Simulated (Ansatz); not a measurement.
**Relaxing antimony (A7 rhombohedral)**

All numbers below come from Ansatz, DFT, revPBE, plane waves (420 eV) with PAW, scalar-relativistic. The PAW files were generated under PBE, with cores re-solved for the functional.

k-point mesh 9×9×9, Fermi-Dirac smearing 0.1 eV, no spin polarisation. Cell and atoms relax.

Starting structure:

```
Sb
1.0
     2.15410    1.24367    3.75802
    -2.15410    1.24367    3.75802
     0.00000   -2.48734    3.75802
Sb
2
Direct
  0.23300 0.23300 0.23300
  0.76700 0.76700 0.76700
```

Problem. The pressure at the start is 3.9 GPa. By how much does the volume change?

Solution. From 30.20 to 32.90 Å³ per atom, 8.9 %. The final cell has a = 4.393 Å, c = 11.808 Å (c/a = 2.688).

Problem. How much energy does the relaxation gain?

Solution. 26.1 meV per atom.

Path of the relaxation (the plane waves are chosen anew near the end, which can shift the energy a little):

```tsv
step	E − E(final) (meV/atom)	V (Å³/atom)	P (GPa)	max force (eV/Å)
0	26.09	30.203	3.85	0.274
1	15.97	33.683	-2.10	0.396
2	2.10	32.517	-0.19	0.091
3	1.14	32.426	0.17	0.031
4	0.49	32.735	0.06	0.007
5	0.44	32.834	0.02	0.005
6	0.44	32.896	0.00	0.002
7	0.00	32.896	-0.01	0.002
```
